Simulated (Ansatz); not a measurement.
SiO2. Charge 0, multiplicity 5. Geometry PBE0-D4/def2-TZVP; atoms count from 1.

```xyz
3

Si   -0.6514   -0.0776    0.3205
O     0.8939   -0.3999    0.9280
O    -0.2426    0.4775   -1.2485
```

At PBE0-D4/def2-TZVP a singlet of charge 0 lies 6.38 eV below the quintet, each at its own geometry. The structure comes from a short search, and lower isomers may exist.

(1) Estimate the Mulliken populations from the PBE0/def2-TZVP orbitals of Ansatz.

(2) Where does the spin sit?

(3) And the Mayer bond orders between bonded heavy atoms (over 0.3)?

## Answers

(1) 
```csv
atom,charge (e),spin (α − β)
Si1,0.36,1.69
O2,-0.19,1.13
O3,-0.16,1.18
```
Mulliken values and Mayer orders depend strongly on the basis.

(2) Summed by element: Si 1.69, O 2.31, of 4 unpaired in all. Largest on single atoms: Si1 1.69, O3 1.18, O2 1.13.

(3) Si1–O2 1.18 (1.69 Å); Si1–O3 1.12 (1.71 Å).
